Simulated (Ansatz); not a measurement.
Species: CS (charge +1, doublet). 
Coordinates optimised at B3LYP-D3(BJ)/def2-TZVP (Ansatz, a first-principles code):
```
C
S 1 1.4861
```
Charge +1, spin multiplicity 2.

Basis-set convergence of Hartree-Fock and CCSD(T) correlation energies (hartree) with Ansatz. Correlated levels leave the core frozen unless marked. Open shells are spin-unrestricted. Spin-orbit coupling is left out. Non-relativistic.

The UHF reference is spin-contaminated (<S^2> 0.71 over the pure value in the largest basis). The T1 diagnostic of CCSD in the largest basis is 0.091, which is high, so the coupled-cluster rows are less sure than usual.

| basis | functions | E(HF) | E(corr, CCSD(T)) |
|---|---|---|---|
| def2-SVP | 32 | -434.79845 | -0.23582 |
| def2-TZVPP | 73 | -434.98690 | -0.28849 |
| def2-QZVPP | 127 | -434.99960 | -0.30565 |

Extrapolating the two largest sets (X = 3 and 4) as X^-3: E(corr) = (64·(-0.30565) - 27·(-0.28849))/37 = -0.3182 Eh, an estimate of the basis-set limit. The largest set recovers 96.1 % of it, the smallest 74.1 %.
